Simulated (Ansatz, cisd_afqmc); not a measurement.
Species: HCl, charge 0, singlet. HCl (chlorane, SMILES Cl).
B3LYP-D3(BJ)/def2-TZVP minimum from Ansatz (a first-principles code):
```xyz
2

Cl     0.0000     0.0000    -0.0712
H      0.0000     0.0000     1.2108
```

Total energies in cc-pV(T+d)Z, 8 correlated electrons, 5 frozen orbitals. UHF or UKS for unpaired electrons; spin-orbit terms are left out. Cores are frozen in correlated methods. No relativity. The Monte Carlo rows (phaseless AFQMC, CISD trial, step 0.005/hartree) carry one-sigma bars that omit the constraint's bias. Outlying blocks are dropped, and bars are widened where a walk drifts. Over all cases where full CI ran beside it in this data, AFQMC minus full CI had a median of +0.1 mEh and passed +0.4 mEh in a tenth of the cases.

```
method         program         energy (Eh)  minus CCSDTQ (mEh)
----------  ----------  ------------------  ------------------
HF              Ansatz          -460.10776              232.89
MP2             Ansatz          -460.31106               29.59
CCSD            Ansatz          -460.33185                8.80
CCSD(T)         Ansatz          -460.33979                0.86
CCSDT(Q)        Ansatz          -460.34064                0.01
CCSDTQ          Ansatz          -460.34065                0.00
AFQMC/CISD  cisd_afqmc  -460.3406 ± 0.0001           0.1 ± 0.1
```

Rough core times of Ansatz's runs on a shared machine: CCSD(T) under 20 s, CCSDT(Q) under 20 s, CCSDTQ 5 min.
